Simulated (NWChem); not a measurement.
Species: DMSO (C$_{2}$H$_{6}$OS); SMILES CS(C)=O

All runs: NWChem. Pople sets run with spherical d functions. The geometry was optimised at PBE0/def2-SVP.

Question: Taking B3LYP/aug-cc-pVTZ as the yardstick, which of these has the fewest basis functions while keeping “dipole (D)” within 0.05 D of it: B3LYP/STO-3G; B3LYP/3-21G; B3LYP/def2-SVP; B3LYP/def2-SVPD; B3LYP/6-31G*; B3LYP/6-31+G*; B3LYP/6-311++G**; B3LYP/def2-TZVP?

Answer: none of them.
```json
[
 {"level": "B3LYP/STO-3G", "basis functions": "30", "dipole (D)": "2.62", "relative time (rough)": "1"},
 {"level": "B3LYP/3-21G", "basis functions": "52", "dipole (D)": "3.70", "relative time (rough)": "1"},
 {"level": "B3LYP/6-31G*", "basis functions": "72", "dipole (D)": "3.87", "relative time (rough)": "3"},
 {"level": "B3LYP/6-31+G*", "basis functions": "88", "dipole (D)": "4.31", "relative time (rough)": "4"},
 {"level": "B3LYP/def2-SVP", "basis functions": "90", "dipole (D)": "3.86", "relative time (rough)": "2"},
 {"level": "B3LYP/def2-SVPD", "basis functions": "138", "dipole (D)": "4.21", "relative time (rough)": "6"},
 {"level": "B3LYP/6-311++G**", "basis functions": "138", "dipole (D)": "4.35", "relative time (rough)": "10"},
 {"level": "B3LYP/def2-TZVP", "basis functions": "166", "dipole (D)": "3.99", "relative time (rough)": "20"},
 {"level": "B3LYP/aug-cc-pVTZ", "basis functions": "326", "dipole (D)": "4.09", "relative time (rough)": "200"}
]
```

The yardstick is one finite set, not the basis-set limit.
